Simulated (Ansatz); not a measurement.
For rutile SnO₂, PBE-D3(BJ) (PAW; Ansatz, a program for electronic structure) gives:

```
Quantity                    Result
------------------  --------------
lattice constant a         4.794 Å
c axis length              3.230 Å
formation enthalpy  -1.710 eV/atom
```

**Question.** What does HSE06 (Ansatz, PAW) give for the same quantities?

**Answer.** 
- lattice constant a: 4.755 Å (drops by 0.8 %)
- lattice parameter c: 3.188 Å (drops by 1.3 %)
- formation enthalpy: -1.722 eV/atom (moves by -0.012 eV/atom)

For comparison: lattice constant a 4.737 Å (measured, room temperature, no zero-point or thermal correction; as tabulated in Hiroi (2015), arXiv:1503.02262); lattice parameter c 3.186 Å (measured, room temperature, no zero-point or thermal correction; as tabulated in Hiroi (2015), arXiv:1503.02262); formation enthalpy -1.973 ± 0.0007 eV/atom (measured, 0 K, taken to 0 K with the table's H(298.15)-H(0) of compound and elements; zero-point energies not removed; as tabulated in Cox, Wagman, Medvedev, CODATA Key Values for Thermodynamics (1989)).

Changes are worked out from the printed values.

Unless a cell is named, each level is at its own relaxed cell (PBE-D3(BJ) 12.37, HSE06 12.02 Å³/atom).

Levels without +SOC leave out spin–orbit coupling, which shifts energies and cells of such heavy elements.

Caveats: exact exchange on metals is sensitive to the k mesh and can open a false gap (HSE06). Ansatz's density-functional and Hartree–Fock values are scalar-relativistic unless marked +SOC, with PAW data made under PBE.
